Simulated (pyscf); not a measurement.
Optimised with ωB97X-D3(BJ)/def2-SVP in PySCF.

Q: Estimate by transition-state theory the rate constant of `[NH2][Sb]([OH])[OH]` + `[OH2]` → `[OH][Sb]([OH])[OH]` + `[NH3]` (singlet surface; N–Sb, H–O broken, O–Sb, H–N formed) at 900 K, with ωB97M-D3(BJ)/def2-TZVP energies (ideal gas, 1 atm, RRHO with modes under 100 cm⁻¹ raised to 100, one conformer, R ln 2 for chiral ones without a mode under 150 cm⁻¹; no tunnelling).

A: The electronic barrier is 5.6 kcal/mol and the thermal terms add +34.4, so ΔG‡ = 40.0 kcal/mol. With k_BT/h = 1.88e+13 s⁻¹ and RT = 1.788 kcal/mol, and a volume of 1.23e-19 cm³ per molecule at 1 atm, k = 4.5e-16 cm³ molecule⁻¹ s⁻¹. Wigner's tunnelling factor for 975i cm⁻¹ would be 1.10. A shift of 1 kcal/mol in the barrier changes k by a factor 1.7. On the reactant side the descent ends in a bound adduct, 9.1 kcal/mol under the separated species and 13.7 kcal/mol under the saddle at ωB97X-D3(BJ)/def2-TZVP. On the product side the descent ends in an adduct with a N–Sb contact, 12.7 kcal/mol under the separated species and 25.5 kcal/mol under the saddle at ωB97X-D3(BJ)/def2-TZVP. What is counted as broken (N–Sb) persists as a longer contact in the product adduct; parting that adduct is a step of its own. This is the saddle that the search found; another between the same sides may lie lower. Elements past Kr carry the def2 core potentials, without spin-orbit coupling.
